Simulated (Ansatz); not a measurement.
Scan of [OH···H···GeH3], doublet

Starting geometry:

```xyz
7

O    -2.6235   -0.0100    0.0000
H    -2.8728    0.9166    0.0000
H    -1.6640   -0.0100    0.0000
Ge    0.5965   -0.0100    0.0000
H     1.0651   -1.4759    0.0000
H     1.0651    0.7230   -1.2695
H     1.0651    0.7230    1.2695
```

From there H3 is moved from one fragment to the other while all else, the fragments' distance too, stays fixed, so the hump isn't the reaction's barrier; atoms are numbered as listed. Energies are in kJ/mol, counted from the starting geometry at the same level.

Basis cc-pVDZ; Ansatz 0.2.0. Only valence electrons are correlated (noble-gas cores and the filled d shells of p-block atoms frozen). R marks a restricted (for open shells ROHF) determinant, U an unrestricted one. No spin–orbit coupling is included, and no scalar relativity.

Full CI isn't at hand for all of this; UCCSDT(Q) serves as the reference, and is uncertain by about the last step of the cluster series. The frozen core follows each run's orbitals, which can shift R against U totals by a few meV for light atoms and by up to 0.1 eV past Ca.

```
distance O1-H3 (Å)  UCCSDT(Q)  error RHF  error UHF  error RCCSD  error RCCSD(T)  error BCCD(T)  error RCCSDT(Q)
             0.892       15.4       -8.4       -8.1         -0.8            -0.2           -0.2              0.0
             0.960        0.0        0.0        0.0          0.0             0.0            0.0              0.0
             1.064       18.2       14.1       12.4          1.5             0.3            0.3              0.0
             1.168       58.0       29.9       22.2          3.4             0.6            0.6             -0.1
             1.273       98.1       46.9       21.7          5.4             0.9            0.9             -0.2
             1.377      123.6       37.6        5.4          5.2             1.2            0.9             -0.3
             1.481      130.6        0.9      -16.8          2.4             0.6            0.5             -0.3
             1.586      126.5      -24.8      -35.4         -0.2            -0.1           -0.1             -0.3
             1.690      124.3      -40.4      -48.1         -2.0            -0.5           -0.5             -0.3
```

Errors are those of relative energies. In total energy the starting point itself misses UCCSDT(Q) by: RHF 894.1, UHF 889.2, RCCSD 18.8, RCCSD(T) 3.9, BCCD(T) 3.8, RCCSDT(Q) 0.4 kJ/mol.

Spread of the error over the points with a reference, to 1.690 Å (largest less smallest): RCCSDT(Q) 0.3, BCCD(T) 1.4, RCCSD(T) 1.7, RCCSD 7.4, UHF 70.4, RHF 87.4 kJ/mol.
